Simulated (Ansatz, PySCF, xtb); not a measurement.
Breaking a bond: OH, doublet.

Levels of theory: GFN1-xTB (xtb); UMP2/3-21G = PySCF with unrestricted MP2 (frozen core)/3-21G; ROCCSD(T) = Ansatz (a first-principles code) with CCSD(T) on ROHF/cc-pVDZ, frozen core; ROCCSDT = CCSDT on ROHF/cc-pVDZ, frozen core (Ansatz).

Energies are in eV, each relative to the lowest point of its own curve near equilibrium.

```csv
R / Å,GFN1-xTB,UMP2/3-21G,ROCCSD(T),ROCCSDT
0.73,2.542,3.088,2.844,2.846
0.77,1.559,2.011,1.790,1.791
0.83,0.642,0.945,0.774,0.775
0.88,0.232,0.422,0.300,0.301
0.92,0.065,0.175,0.096,0.096
0.95,0.010,0.066,0.020,0.020
0.97,0.000,0.023,0.000,0.000
0.99,0.008,0.000,0.000,0.000
1.03,0.070,0.005,0.052,0.051
1.06,0.150,0.046,0.127,0.126
1.15,0.509,0.306,0.474,0.472
1.23,0.930,0.679,0.870,0.866
1.32,1.462,1.283,1.348,1.342
1.47,2.375,2.164,2.112,2.102
1.59,3.076,2.561,2.638,2.624
1.73,3.827,2.816,—,—
1.92,4.701,2.983,—,—
2.13,5.466,3.064,—,—
2.36,6.094,3.104,—,—
2.62,6.600,3.125,—,—
2.92,6.986,3.138,—,—
3.39,—,3.148,—,—
3.88,—,3.150,—,—
```

A dash means that the run gave no value there, or that the column was ended at a point which the program doubted or which failed a test of continuity chosen for this set; such a test can also cut sound points.

The unrestricted determinant behind UMP2/3-21G is spin-contaminated at 1.32 to 3.88 Å (<S²> up to 1.8, against 0.75 for a pure doublet). The T1 diagnostic of CCSD on the restricted reference of ROCCSD(T), ROCCSDT exceeds 0.045 at 1.73 to 1.92 Å.
